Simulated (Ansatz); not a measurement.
## Ansatz (development build ahead of 0.2.0) run

```yaml
crystal:
  periodic: [false, false, false]
  atoms:
    - { symbol: "N", position_ang: [-0.008, -0.00693, 0.06618] }
    - { symbol: O, position_ang: [-0.4495, 0.97848, 0.12835] }
    - { symbol: O, position_ang: [3.17859, -0.01395, 0.23707] }
    - { symbol: H, position_ang: [3.49397, 0.88851, 0.39673] }
    - { symbol: H, position_ang: [3.93537, -0.54662, 0.03251] }
basis:
  gaussian: { orbitals: def2-SVP }
magnetization:
  spin_polarized: true
  initial_magnetization: 1
hamiltonian:
  xc: hf
output:
  forces: true
```

The input is written out in the form of the current development build from the run's settings.

Results

```json
{"Converged": "yes", "Total energy": "-205.10116 hartree", "Spin squared of the determinant": "0.760", "Stability test": "minimum"}
```

Forces (eV/Å):
```tsv
atom	Fx	Fy	Fz
N1	2.412	-5.588	-0.359
O2	-2.406	5.550	0.354
O3	0.273	1.143	0.212
H4	-0.232	-1.391	-0.270
H5	-0.048	0.285	0.063
```
